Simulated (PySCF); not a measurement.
## Li2, MP2: how much the basis matters

PySCF, RHF reference; singlet, unpaired electrons none; De to Li + Li without counterpoise correction. Frozen cores follow the default of each basis and core potential.

| basis | relativity | functions | Re (Å) | ωe (cm⁻¹) | De (eV) | frozen orbitals |
| --- | --- | --- | --- | --- | --- | --- |
| STO-3G | no relativity | 10 | 2.696 | 389 | 0.65 | 0 |
| 3-21G | no relativity | 18 | 2.792 | 339 | 0.60 | 0 |
| def2-SVPD | no relativity | 24 | 2.834 | 320 | 0.59 | 0 |
| def2-TZVP | no relativity | 28 | 2.775 | 326 | 0.56 | 0 |
| jorge-DZP-DKH | spin-free X2C | 30 | 2.765 | 335 | 0.69 | 0 |
| x2c-TZVPPall | spin-free X2C | 38 | 2.751 | 338 | 0.68 | 0 |

(1) How does each smaller set differ from the one with most functions, x2c-TZVPPall?

Measured (Huber and Herzberg, Constants of Diatomic Molecules (1979)): Re = 2.6729 Å, ωe = 351.43 cm⁻¹. Correlated steps freeze no core orbitals. Correlated levels converge slowly with the basis: in double zeta they bind strong bonds too weakly, by up to about 1 eV, and carry superposition errors of some tenths. Where the molecule has an RHF reference, its open-shell atoms are computed with UHF. 3-21G and STO-3G are very small, so such numbers show the basis as much as the molecule.

## Answers

(1) STO-3G: -5.5 pm, +15.1 % in ωe, -0.03 eV in De; 3-21G: +4.1 pm, +0.3 % in ωe, -0.08 eV in De; def2-SVPD: +8.3 pm, -5.3 % in ωe, -0.09 eV in De; def2-TZVP: +2.4 pm, -3.6 % in ωe, -0.12 eV in De; jorge-DZP-DKH: +1.4 pm, -0.9 % in ωe, +0.01 eV in De. All at MP2; the set with most functions is neither the basis-set limit nor always the best. The rows treat relativity differently, so the differences are not basis effects alone.
